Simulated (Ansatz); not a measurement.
What does this script print? It uses Ansatz 0.2.0 through its Python package.

`run_dimer.py`
```python
"""Interaction energy of two H2S molecules, with the counterpoise correction."""

import ansatz as az
import numpy as np

FIRST = [
    ("S", (0.489, -0.277, 0.2407)),
    ("H", (0.0977, 0.9873, 0.1611)),
    ("H", (-0.5867, -0.7103, -0.4018)),
]
SECOND = [
    ("S", (0.553, -1.1322, -2.5197)),
    ("H", (0.1634, -2.3783, -2.7504)),
    ("H", (0.3737, -0.7809, -3.7854)),
]

def energy(atoms, ghosts=()):
    molecule = az.Crystal.molecule()
    for symbol, xyz in atoms:
        molecule = molecule.atom(symbol, xyz)
    calc = (
        molecule.calculation()
        .basis(gaussian="def2-SVPD")
        .functional("PBE0")
    )
    deck = calc.input()
    if ghosts:
        deck = deck.set(az.key.basis.gaussian.ghost_atoms, [{"symbol": s, "position_ang": list(xyz)} for s, xyz in ghosts])
    return az.Session.from_dict(deck).plan().execute().report["free_energy_ev"]


def main() -> None:
    # ghost atoms carry the functions of the partner
    direction = np.array([0.1081, -0.4257, -0.8984])
    print("shift (A)   counterpoise-corrected interaction (eV)")
    for shift in (-0.3, 0.0, 0.4, 1.0, 2.0):
        moved = [(s, tuple(np.round(np.array(xyz) + shift * direction, 4))) for s, xyz in SECOND]
        gain = energy(FIRST + moved) - energy(FIRST, moved) - energy(moved, FIRST)
        print(f"{shift:8.2f} {gain:14.3f}")


if __name__ == "__main__":
    main()
```

Running `python run_dimer.py` prints:
```text
shift (A)   counterpoise-corrected interaction (eV)
   -0.30          1.313
    0.00          0.523
    0.40          0.132
    1.00          0.008
    2.00         -0.004
```

Caveats:
- The dimer is a generated trial pose of unrelaxed monomers, not a minimum, so the figure is no binding energy, and the basis set is small.
- This level lacks the dispersion part of the attraction (electrostatics and induction are there), which can decide the sign where the interaction is weak.
- Finished in 19 s on 1 thread of Arm Neoverse V2, on a shared host, peak memory 0.22 GiB.
